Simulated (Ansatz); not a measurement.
## Nudged elastic band run: C$_{4}$H$_{5}$FS

input.yaml

```yaml
crystal:
  periodic: [false, false, false]
  atoms:
    - { symbol: C, position_ang: [-1.015241, -1.046381, -0.347247] }
    - { symbol: C, position_ang: [-0.09732, -0.081918, -0.148398] }
    - { symbol: C, position_ang: [0.374277, 0.715084, -1.268167] }
    - { symbol: S, position_ang: [1.475645, 1.908856, -1.179375] }
    - { symbol: C, position_ang: [0.462711, 0.19959, 1.21456] }
    - { symbol: F, position_ang: [-0.084593, -0.632908, 2.15169] }
    - { symbol: H, position_ang: [-1.377971, -1.651574, 0.485899] }
    - { symbol: H, position_ang: [-1.414493, -1.241485, -1.345946] }
    - { symbol: H, position_ang: [-0.079431, 0.454037, -2.238144] }
    - { symbol: H, position_ang: [1.558686, 0.071028, 1.203171] }
    - { symbol: H, position_ang: [0.26313, 1.248672, 1.492656] }
basis:
  gaussian: { orbitals: def2-SVP }
hamiltonian:
  xc: pbe0
  dispersion: d4
neb:
  order_check: false
  images: 9
  f_tol: 0.2
  max_iterations: 60
  final_atoms:
    - { symbol: C, position_ang: [-1.14874269, -1.25555079, -0.10596428] }
    - { symbol: C, position_ang: [-0.24898146, -0.24836039, -0.10583356] }
    - { symbol: C, position_ang: [0.00372608, 0.36466317, -1.40383264] }
    - { symbol: S, position_ang: [1.16438304, 1.58098742, -1.34445839] }
    - { symbol: C, position_ang: [0.42281795, 0.16997751, 1.17503228] }
    - { symbol: F, position_ang: [-0.0075025, -0.56651397, 2.24602304] }
    - { symbol: H, position_ang: [-1.40803259, -1.79215425, 0.8109028] }
    - { symbol: H, position_ang: [-1.62207408, -1.5354007, -1.04948003] }
    - { symbol: H, position_ang: [1.17149354, 1.93419523, -2.65718753] }
    - { symbol: H, position_ang: [1.51820334, 0.05275215, 1.08146029] }
    - { symbol: H, position_ang: [0.22010936, 1.23840562, 1.37403702] }
  initial_path:
    images:
      - { positions_ang: [[-1.015241, -1.046381, -0.347247], [-0.09732, -0.081918, -0.148398], [0.374277, 0.715084, -1.268167], [1.475645, 1.908856, -1.179375], [0.462711, 0.19959, 1.21456], [-0.084593, -0.632908, 2.15169], [-1.377971, -1.651574, 0.485899], [-1.414493, -1.241485, -1.345946], [-0.079431, 0.454037, -2.238144], [1.558686, 0.071028, 1.203171], [0.26313, 1.248672, 1.492656]] }
      - { positions_ang: [[-1.0244782, -1.07617786, -0.31698687], [-0.11689225, -0.10272549, -0.13084367], [0.33130426, 0.6841047, -1.27617445], [1.45642318, 1.89124457, -1.22826532], [0.45908522, 0.19211039, 1.2186869], [-0.07454735, -0.62622904, 2.17330862], [-1.38490677, -1.66763595, 0.51927958], [-1.43701322, -1.26977105, -1.3109429], [0.04903304, 0.61580113, -2.34191936], [1.5529591, 0.0616602, 1.2107864], [0.25443299, 1.2406194, 1.50377008]] }
      - { positions_ang: [[-1.03371539, -1.10597472, -0.28672674], [-0.13646451, -0.12353298, -0.11328934], [0.28833152, 0.6531254, -1.28418191], [1.43720137, 1.87363315, -1.27715565], [0.45545945, 0.18463078, 1.22281379], [-0.0645017, -0.61955009, 2.19492725], [-1.39184254, -1.68369789, 0.55266017], [-1.45953345, -1.29805709, -1.2759398], [0.17749708, 0.77756526, -2.44569472], [1.5472322, 0.05229239, 1.21840179], [0.24573597, 1.2325668, 1.51488416]] }
      - { positions_ang: [[-1.04295259, -1.13577157, -0.25646661], [-0.15603676, -0.14434047, -0.09573501], [0.24535879, 0.6221461, -1.29218936], [1.41797955, 1.85602172, -1.32604597], [0.45183367, 0.17715117, 1.22694069], [-0.05445606, -0.61287113, 2.21654587], [-1.39877832, -1.69975984, 0.58604075], [-1.48205367, -1.32634314, -1.2409367], [0.30596112, 0.93932939, -2.54947009], [1.5415053, 0.04292459, 1.22601719], [0.23703896, 1.22451419, 1.52599824]] }
      - { positions_ang: [[-1.05218978, -1.16556843, -0.22620648], [-0.17560901, -0.16514796, -0.07818067], [0.20238605, 0.59116679, -1.30019682], [1.39875774, 1.8384103, -1.37493629], [0.4482079, 0.16967156, 1.23106758], [-0.04441041, -0.60619218, 2.2381645], [-1.40571409, -1.71582179, 0.61942133], [-1.5045739, -1.35462919, -1.20593361], [0.43442516, 1.10109352, -2.65324545], [1.5357784, 0.03355678, 1.23363258], [0.22834195, 1.21646159, 1.53711232]] }
      - { positions_ang: [[-1.06142698, -1.19536529, -0.19594635], [-0.19518127, -0.18595544, -0.06062634], [0.15941331, 0.56018749, -1.30820427], [1.37953592, 1.82079887, -1.42382661], [0.44458212, 0.16219195, 1.23519448], [-0.03436476, -0.59951322, 2.25978312], [-1.41264986, -1.73188373, 0.65280192], [-1.52709412, -1.38291524, -1.17093051], [0.5628892, 1.26285765, -2.75702081], [1.53005151, 0.02418898, 1.24124798], [0.21964493, 1.20840899, 1.5482264]] }
      - { positions_ang: [[-1.07889012, -1.20740239, -0.17794993], [-0.2059413, -0.19843643, -0.06966779], [0.12827587, 0.52108263, -1.32732995], [1.33650534, 1.77283658, -1.40795297], [0.44022929, 0.16374906, 1.22316204], [-0.02899231, -0.59291337, 2.2570311], [-1.41172641, -1.74393784, 0.68442209], [-1.54609011, -1.41341233, -1.14664041], [0.68461006, 1.39712516, -2.73705416], [1.52768187, 0.02990161, 1.20929044], [0.21973782, 1.21440831, 1.51338852]] }
      - { positions_ang: [[-1.09635326, -1.21943949, -0.15995352], [-0.21670134, -0.21091742, -0.07870923], [0.09713842, 0.48197776, -1.34645562], [1.29347477, 1.72487429, -1.39207932], [0.43587645, 0.16530617, 1.2111296], [-0.02361986, -0.58631352, 2.25427909], [-1.41080295, -1.75599194, 0.71604227], [-1.56508611, -1.44390942, -1.12235032], [0.80633093, 1.53139268, -2.7170875], [1.52531224, 0.03561425, 1.1773329], [0.2198307, 1.22040764, 1.47855065]] }
      - { positions_ang: [[-1.1138164, -1.23147659, -0.14195711], [-0.22746138, -0.22339841, -0.08775067], [0.06600097, 0.4428729, -1.36558129], [1.25044419, 1.676912, -1.37620568], [0.43152362, 0.16686328, 1.19909716], [-0.0182474, -0.57971367, 2.25152707], [-1.4098795, -1.76804604, 0.74766245], [-1.5840821, -1.47440652, -1.09806022], [0.9280518, 1.6656602, -2.69712084], [1.5229426, 0.04132688, 1.14537536], [0.21992359, 1.22640696, 1.44371277]] }
      - { positions_ang: [[-1.13127955, -1.24351369, -0.12396069], [-0.23822142, -0.2358794, -0.09679211], [0.03486353, 0.40376803, -1.38470696], [1.20741362, 1.62894971, -1.36033203], [0.42717079, 0.1684204, 1.18706472], [-0.01287495, -0.57311382, 2.24877506], [-1.40895604, -1.78010014, 0.77928262], [-1.60307809, -1.50490361, -1.07377013], [1.04977267, 1.79992771, -2.67715419], [1.52057297, 0.04703951, 1.11341783], [0.22001648, 1.23240629, 1.40887489]] }
      - { positions_ang: [[-1.14874269, -1.25555079, -0.10596428], [-0.24898146, -0.24836039, -0.10583356], [0.00372608, 0.36466317, -1.40383264], [1.16438304, 1.58098742, -1.34445839], [0.42281795, 0.16997751, 1.17503228], [-0.0075025, -0.56651397, 2.24602304], [-1.40803259, -1.79215425, 0.8109028], [-1.62207408, -1.5354007, -1.04948003], [1.17149354, 1.93419523, -2.65718753], [1.51820334, 0.05275215, 1.08146029], [0.22010936, 1.23840562, 1.37403702]] }
```

Command:

```bash
$ ansatz run input.yaml --threads 2 --pin off --max-ram 3072MiB --backend cpu --events-out ev --progress --plain --runs-dir out
```

Output, in part (warnings, iteration lines, the closing report on the highest movable image, with atoms numbered from 0):

```
NEB end point (image 0): max|allowed force component| = 8.695e-3 eV/Å (the criterion of neb.relax_end_points is 4.000e-2)
NEB end point (image 10): max|allowed force component| = 7.846e-3 eV/Å (the criterion of neb.relax_end_points is 4.000e-2)
NEB iter   1: max|band force component| = 3.364e0 eV/Å  barrier→ = 4.0455 eV  barrier← = 1.8504 eV  Δτ_max = 0.2000 Å  (329 SCF iters)
NEB iter   2: max|band force component| = 1.558e0 eV/Å  barrier→ = 3.5358 eV  barrier← = 1.3407 eV  Δτ_max = 0.2000 Å  (308 SCF iters)
NEB iter   3: max|band force component| = 4.861e0 eV/Å  barrier→ = 3.5971 eV  barrier← = 1.4020 eV  Δτ_max = 0.0737 Å  (299 SCF iters)
NEB iter   4: max|band force component| = 2.208e0 eV/Å  barrier→ = 3.4463 eV  barrier← = 1.2512 eV  Δτ_max = 0.0939 Å  (304 SCF iters)
NEB iter   5: max|band force component| = 8.449e-1 eV/Å  barrier→ = 3.4016 eV  barrier← = 1.2065 eV  Δτ_max = 0.0257 Å  (308 SCF iters)
NEB iter   6: max|band force component| = 6.340e-1 eV/Å  barrier→ = 3.3961 eV  barrier← = 1.2010 eV  CI = image 6  Δτ_max = 0.0855 Å  (280 SCF iters)
NEB iter   7: max|band force component| = 4.573e-1 eV/Å  barrier→ = 3.4398 eV  barrier← = 1.2448 eV  CI = image 6  Δτ_max = 0.0286 Å  (301 SCF iters)
NEB iter   8: max|band force component| = 6.607e-2 eV/Å  barrier→ = 3.4400 eV  barrier← = 1.2449 eV  CI = image 6  Δτ_max = 0.0000 Å  (551 SCF iters)
Total energy: -17757.19607877 eV, -652.5649196351 hartree
Atom 0 at    -1.104034    -1.181518    -0.197580 Å, force     0.002341     0.029115    -0.012485 eV/Å
Atom 1 at    -0.194484    -0.187896    -0.115569 Å, force    -0.000811    -0.012085     0.043767 eV/Å
Atom 2 at     0.142677     0.496867    -1.347877 Å, force     0.047737     0.032800    -0.000214 eV/Å
Atom 3 at     1.330154     1.759707    -1.304090 Å, force    -0.033104    -0.034551     0.006607 eV/Å
Atom 4 at     0.445949     0.188882     1.191506 Å, force     0.007849     0.017143    -0.065981 eV/Å
Atom 5 at    -0.021745    -0.577557     2.222121 Å, force    -0.015075    -0.026893     0.026744 eV/Å
Atom 6 at    -1.408753    -1.751048     0.684376 Å, force     0.002313    -0.000973     0.001335 eV/Å
Atom 7 at    -1.541817    -1.414307    -1.170764 Å, force    -0.006125    -0.017202     0.006492 eV/Å
Atom 8 at     0.628488     1.289212    -2.475510 Å, force    -0.003751     0.007305    -0.012620 eV/Å
Atom 9 at     1.542057     0.067994     1.120329 Å, force    -0.002429     0.002329     0.004133 eV/Å
Atom 10 at     0.246908     1.252665     1.413758 Å, force     0.001057     0.003012     0.002222 eV/Å
Dipole moment:    -0.019240    -0.029711    -0.000036 e Å
```

The forces met the threshold. The threshold of 0.2 eV/Å is loose, so the images may lie well off the minimum-energy path. Another band between the same ends (9 images) ends at a top of the same energy, where a vibrational analysis finds 1 clearly imaginary mode. The orbitals stay closed-shell, which can raise the energy where a bond breaks towards radicals; this wasn't checked here.

Final band (atoms are numbered from 1 in the order of the input):

| image | path coordinate (Å) | energy (eV) | C3–H9 (Å) | S4–H9 (Å) |
| --- | --- | --- | --- | --- |
| 0 | 0.00 | 0.00 | 1.10 | 2.38 |
| 1 | 0.25 | 0.04 | 1.10 | 2.36 |
| 2 | 0.49 | 0.22 | 1.10 | 2.27 |
| 3 | 0.74 | 0.73 | 1.10 | 2.09 |
| 4 | 0.99 | 1.69 | 1.14 | 1.86 |
| 5 | 1.24 | 2.88 | 1.25 | 1.63 |
| 6 | 1.49 | 3.44 | 1.46 | 1.44 |
| 7 | 1.76 | 3.05 | 1.74 | 1.35 |
| 8 | 2.03 | 2.51 | 2.01 | 1.34 |
| 9 | 2.30 | 2.24 | 2.23 | 1.35 |
| 10 | 2.58 | 2.20 | 2.32 | 1.36 |

Run time: 4.2 min on 2 threads of Arm Neoverse V1 (shared host), peak memory 0.27 GiB.
